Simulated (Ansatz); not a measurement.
Input for Ansatz (development build ahead of 0.2.0):

```yaml
crystal:
  periodic: [false, false, false]
  atoms:
    - { symbol: H, position_ang: [0.0, 0.0, -0.76193] }
    - { symbol: F, position_ang: [0.0, 0.0, 0.08466] }
basis:
  gaussian: { orbitals: cc-pVTZ }
hamiltonian:
  xc: hf
correlation:
  method: mp2
  frozen_orbitals: { F: 1, H: 0 }
```

The input is written out in the form of the current development build from the run's settings.

Results

```json
{
 "Converged": "yes",
 "Reference energy": "-100.05457 hartree",
 "Correlation energy": "-0.26833 hartree",
 "Total energy": "-100.32291 hartree",
 "Spin squared of the determinant": "0.000"
}
```
